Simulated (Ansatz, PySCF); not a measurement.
Process, species as SMILES: CC#N [acetonitrile] + H+ -> CC#[NH+]
Structures are relaxed separately at B3LYP-D3(BJ)/def2-TZVP in Ansatz (a quantum-chemistry and plane-wave program).
Geometry of the first species:
```
C
H 1 1.0902
H 1 1.0902 2 108.78
H 1 1.0902 2 108.78 3 118.36
C 1 1.4544 2 110.15 3 -120.82
N 5 1.1493 3 150.78 1 180.00
```

Property: proton affinity (electronic energy difference), positive where the reaction releases energy, in eV. Correlated levels leave the core frozen unless marked. Spin-orbit coupling is left out. No relativistic terms. CBS(X,Y): correlation extrapolated as X^-3; Hartree-Fock from the larger set. The bracket is a focal-point correction in the basis named.

```
level                                                     program  proton affinity (eV)
-------------------------------------------------  --------------  --------------------
HF/6-31G*                                                  Ansatz                  8.40
revPBE-D3(BJ)/def2-TZVPD                           Ansatz + dftd3                  8.50
BP86/def2-TZVPD                                             PySCF                  8.43
M06-L-D4/def2-TZVPD                                 PySCF + dftd4                  8.54
B3LYP/def2-TZVPD                                           Ansatz                  8.42
PBE0/STO-3G                                                Ansatz                  9.19
TPSSh-D4/def2-TZVPD                                 PySCF + dftd4                  8.49
LC-wPBE-D3(BJ)/def2-TZVPD                          Ansatz + dftd3                  8.50
LC-wPBE-D4/def2-TZVPD                              Ansatz + dftd4                  8.49
RPA@PBE/cc-pVTZ                                            Ansatz                  8.45
SCS-MP2/6-31G*                                             Ansatz                  8.25
CCSD/STO-3G                                                Ansatz                  9.46
CCSD(T) with core electrons/cc-pwCVTZ                      Ansatz                  8.37
RI-MP2/CBS(cc-pVTZ,cc-pVQZ)+[CCSD(T)-MP2]/cc-pVDZ          Ansatz                  8.34
RI-MP2/CBS(cc-pVTZ,cc-pVQZ)+[CCSD(T)-MP2]/cc-pVTZ          Ansatz                  8.33
```
